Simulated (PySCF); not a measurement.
## SiB: frontier orbitals

UHF at R = 1.926 Å; basis Si jorge-DZP-DKH, B jorge-DZP-DKH; spin-free X2C with a Gaussian nucleus; PySCF 2.14. State: ⁴Σ⁻ (quartet), unpaired electrons σ ↑, π ↑↑. Only the outer orbitals are listed, counted within each symmetry.

| spin | orbital | occ. | ε (eV) | on Si (%) | main shells (%) |
| --- | --- | --- | --- | --- | --- |
| α | 5σ | 1 | -20.52 | 51 | 44 Si s, 43 B s |
| α | 6σ | 1 | -13.75 | 37 | 42 B s, 32 Si s, 21 B p |
| α | 7σ | 1 | -9.55 | 58 | 40 B p, 40 Si p, 17 Si s |
| α | 2π | 1 | -8.85 | 53 | 51 Si p, 46 B p |
| α | 2π | 1 | -8.85 | 53 | 51 Si p, 46 B p |
| α | 3π | 0 | 1.17 | 52 | 50 Si p, 48 B p |
| α | 3π | 0 | 1.17 | 52 | 50 Si p, 48 B p |
| α | 8σ | 0 | 4.88 | 80 | 75 Si p, 38 B p |
| β | 5σ | 1 | -16.29 | 54 | 51 Si s, 35 B s, 10 B p |
| β | 6σ | 1 | -10.04 | 74 | 39 Si p, 34 Si s, 24 B s |
| β | 2π | 0 | 0.52 | 70 | 70 Si p, 29 B p |
| β | 2π | 0 | 0.52 | 70 | 70 Si p, 29 B p |
| β | 7σ | 0 | 1.54 | 16 | 63 B p, 21 B s, 10 Si p |

**Question.** Which are the highest filled and the lowest empty level, where do they sit, and how wide is the gap?

**Answer.** Highest filled α 2π at -8.85 eV (in %: 51 Si p, 46 B p); lowest empty β 2π at 0.52 eV (in %: 70 Si p, 29 B p); the gap at UHF is 9.37 eV. Both belong to one degenerate shell, split only by its one-sided filling, so this is no excitation gap. An empty level above zero is unbound, and its energy depends on the basis.

The bond order (Mayer) is 1.91, the ⟨S²⟩ is 3.756 and the charge on Si (Mulliken, basis-dependent) is 0.19. The charge on Si (Löwdin, basis-dependent) is 0.16, the dipole moment (positive dipole means Si(−)B(+)) is -0.05 D and the polarisability along the bond is 78.9 bohr³. The polarisability across the bond is 29.7 bohr³.

The state is the lowest determinant that a PBE0 search found; another state may lie lower at other levels.
